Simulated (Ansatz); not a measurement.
C4H7ClO (`C=C(Cl)OCC`), relaxed with RKS PBE-D4/def2-SVP in Ansatz from a rough embedded geometry. The force threshold is 0.03 eV/Å; the program also tests the step.

Charge 0, multiplicity 1.

Start:

```xyz
13

C     1.853   -1.866    0.483
C     0.681   -1.346    0.015
Cl   -0.189   -2.329   -1.072
O     0.178   -0.172    0.433
C    -0.764    0.492   -0.369
C    -1.021    1.912    0.133
H     2.224   -2.789    0.206
H     2.375   -1.230    1.200
H    -1.718   -0.061   -0.376
H    -0.423    0.553   -1.450
H    -1.333    1.889    1.156
H    -0.096    2.476    0.088
H    -1.765    2.472   -0.448
```

```csv
step,energy (eV),largest force (eV/Å),largest move (Å)
1,-18809.4009,2.938,0.000
2,-18809.6482,0.968,0.097
3,-18809.6827,0.440,0.118
4,-18809.6964,0.301,0.199
5,-18809.7078,0.276,0.200
6,-18809.7149,0.096,0.021
7,-18809.7173,0.061,0.071
8,-18809.7186,0.036,0.058
9,-18809.7194,0.034,0.057
10,-18809.7198,0.045,0.055
11,-18809.7201,0.043,0.042
12,-18809.7203,0.024,0.009
```

End:

```xyz
13

C     1.867   -1.786    0.354
C     0.598   -1.385    0.158
Cl   -0.613   -2.516   -0.487
O     0.138   -0.172    0.498
C    -0.640    0.564   -0.467
C    -1.060    1.872    0.172
H     2.163   -2.826    0.174
H     2.598   -1.061    0.738
H    -1.519   -0.048   -0.765
H    -0.020    0.732   -1.376
H    -1.677    1.688    1.073
H    -0.176    2.469    0.473
H    -1.658    2.468   -0.545
```

Run time 26 s (2 threads of an AMD EPYC 7R13 on a shared host); peak host memory 0.2 GiB.
